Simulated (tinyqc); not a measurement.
Born-Oppenheimer dynamics on the UHF/sto-3g surface (energies and gradients from PySCF), for NH, spin multiplicity 3, step by step. Computed by tinyqc, a small Python program that keeps every step (integrals from PySCF). Settings: charge = 0, multiplicity = 3, basis = sto-3g, time step (fs) = 0.5, steps = 16. Command: `OMP_NUM_THREADS=1 python tinyqc.py 21712 21713 out.jsonl` (the two numbers bound the seeds that draw the settings). One thread of a shared host (Intel(R) Xeon(R) Processor @ 2.60GHz), about 1 s of CPU time with the checks.

positions (bohr):
```
           x         y         z
1N  0.000000  0.000000  0.000000
2H  0.000000  0.000000  2.199641
```

The total energy should stay constant up to terms of order dt^2; the step counts as short enough if it moves by less than 2 % of the largest kinetic energy.

Trajectory:
```
time (fs)  1N-2H (angstrom)  potential (hartree)  kinetic (hartree)  total (hartree)
0.000000           1.164000         -54.25893557         0.00072137     -54.25821420
0.500000           1.155721         -54.25980546         0.00157506     -54.25823040
1.000000           1.140484         -54.26120912         0.00294903     -54.25826009
1.500000           1.119505         -54.26268274         0.00438471     -54.25829803
2.000000           1.094652         -54.26365174         0.00531972     -54.25833202
2.500000           1.068448         -54.26362964         0.00528620     -54.25834344
3.000000           1.043956         -54.26250039         0.00418392     -54.25831648
3.500000           1.024445         -54.26073495         0.00247888     -54.25825607
4.000000           1.012833         -54.25928345         0.00108527     -54.25819817
4.500000           1.011001         -54.25902544         0.00083817     -54.25818727
5.000000           1.019254         -54.26012455         0.00189208     -54.25823248
5.500000           1.036233         -54.26189852         0.00360108     -54.25829744
6.000000           1.059313         -54.26334157         0.00500299     -54.25833858
6.500000           1.085276         -54.26377464         0.00543491     -54.25833974
7.000000           1.110935         -54.26311745         0.00480593     -54.25831153
7.500000           1.133551         -54.26175765         0.00348446     -54.25827319
8.000000           1.151016         -54.26026692         0.00202729     -54.25823963
```

Is the time step short enough?

No. The total energy moves within 1.6e-04 hartree; that is over 2 % of the largest kinetic energy, so the time step is too long.
